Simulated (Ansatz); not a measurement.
Born–Oppenheimer molecular dynamics of FH5SSi (8 atoms, charge 0, multiplicity 1). It starts at the highest image of a converged band. Of that band: Neighbouring images differ by up to 2.3 eV, so the band resolves the path poorly. A vibrational analysis at the climbing image gives one clearly imaginary mode, 1234i cm⁻¹: a first-order saddle point.

Computed with RKS BLYP/6-31G* in Ansatz.

- ensemble: NVE (velocity Verlet)
- time step: 0.5 fs
- steps asked: 200
- starting velocities drawn for: 300 K
- seed: 10282

First frame:

```xyz
8
Properties=species:S:1:pos:R:3
Si -0.164 -0.054 -0.141
H -0.146 0.266 1.549
H 1.153 -0.722 0.121
H -0.116 1.386 -0.500
F -0.664 -0.992 -1.386
S -2.596 0.083 0.695
H -2.716 -1.217 1.089
H -1.185 0.272 1.521
```

**Question.** How far do the bonds stretch over the last three quarters of this one trajectory? (Pairs bonded in most of those frames.)

**Answer.** 
```
  bond  mean (Å)  spread (Å)  shortest  longest
Si1–H3     1.501       0.028      1.45     1.56
Si1–H4     1.495       0.015      1.47     1.52
Si1–F5     1.645       0.049      1.56     1.73
Si1–S6     2.279       0.217      1.94     2.57
 H2–H8     0.749       0.012      0.73     0.77
 S6–H7     1.367       0.028      1.32     1.41
```

Mean temperature of the second half: 2648 K. The conserved energy stayed within 0.077 meV per atom of its start (net change 0.036 meV per atom), so the integration is sound. The kinetic energy rose, since the run started high on the potential surface and went downhill. It ends in pieces (FH3SSi + H2), so much of that is their flight and rotation, not heat. A run of 0.1 ps of so small a system gives no equilibrium averages. The orbitals stay closed-shell, which can raise the energy where a bond breaks towards radicals; this wasn't checked here.

Run time: 5.5 min on 1 thread of Arm Neoverse V1 (shared host), peak memory 0.1 GiB.
